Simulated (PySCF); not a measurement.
The electron affinity along the third row

All values are computed (PySCF 2.14, energy differences of UHF-based or UKS calculations, no spin-orbit coupling). Values in eV. The last column holds reference values (measured affinities from photodetachment; the arrow runs from anion to atom). Unmarked ones compare directly (S terms, centres of terms, or small fine structure); those marked * lie between the lowest fine-structure levels and include a spin-orbit shift.

| element | configurations | UHF | LDA | PBE0 | SCS-MP2 (valence) | CCSD (valence and next inner shell) | CCSD(T) (valence and next inner shell) | reference |
| --- | --- | --- | --- | --- | --- | --- | --- | --- |
| Al (x2c-QZVPPall with one added diffuse shell each of s, p, d, f type, spin-free X2C) | [Ne] 3s2 3p2 → [Ne] 3s2 3p1 | 0.008 | 0.633 | 0.524 | 0.264 | 0.357 | 0.408 | 0.433 * |
| Si (x2c-QZVPPall with one added diffuse shell each of s, p, d, f type, spin-free X2C) | [Ne] 3s2 3p3 → [Ne] 3s2 3p2 | 0.840 | 1.586 | 1.449 | 1.209 | 1.316 | 1.379 | 1.390 * |
| P (x2c-QZVPPall with one added diffuse shell each of s, p, d, f type, spin-free X2C) | [Ne] 3s2 3p4 → [Ne] 3s2 3p3 | -0.336 | 1.027 | 0.773 | 0.593 | 0.578 | 0.653 | 0.747 * |
| S (x2c-QZVPPall with one added diffuse shell each of s, p, d, f type, spin-free X2C) | [Ne] 3s2 3p5 → [Ne] 3s2 3p4 | 0.869 | 2.382 | 2.053 | 1.990 | 1.906 | 1.999 | 2.077 * |
| Cl (x2c-QZVPPall with one added diffuse shell each of s, p, d, f type, spin-free X2C) | [Ar] → [Ne] 3s2 3p5 | 2.352 | 3.917 | 3.551 | 3.591 | 3.462 | 3.562 | 3.613 * |

The highest occupied level of the anion is positive for Al⁻ at LDA, PBE0; Si⁻ at LDA, PBE0; P⁻ at LDA, PBE0; S⁻ at LDA, PBE0; Cl⁻ at LDA, so there the basis helps to hold the electron.

"Valence" correlates the outer s and p shells and, in groups 3 to 12 and the f block, the outer d or f shell, open or full, or the next shell where the ion has no valence electron left; the wider scheme adds the next inner shell.
